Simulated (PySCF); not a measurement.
Cartesian coordinates in Å; atom numbers follow the order of the lines, from 1:
```xyz
5

F    -0.045    1.317   -0.074
S    -0.290   -0.210    0.254
F    -1.262   -0.265   -1.088
F     0.836   -0.053    1.461
F     0.835   -0.899   -0.615
```

- geometry from PBE0-D3(BJ)/def2-SVP
- shieldings: GIAO PBE0/pcSseg-1
- run in PySCF 2.14.0 with density-fitted response routines
- no solvent, a single conformation, fast rotation and ring inversion assumed for equivalent nuclei, relativity neglected

References, each an isolated molecule treated in the same way: $^{19}$F vs CFCl3; CS2 for $^{33}$S.

```tsv
atoms	nucleus	count	Hirshfeld charge	δ (ppm)
S2	$^{33}$S	1	0.58	?
F5	$^{19}$F	1	-0.08	58.8
F1	$^{19}$F	1	-0.08	?
F3/F4	$^{19}$F	2	-0.21	106.2
```

Complete the table.

## Answers


- F1: 60.0 ppm, fluorine bonded to S
- S2: 499 ppm, sulfur bonded to 4 F

Unscaled 19F shifts against computed CFCl3 carry errors that often reach 10 to 50 ppm.
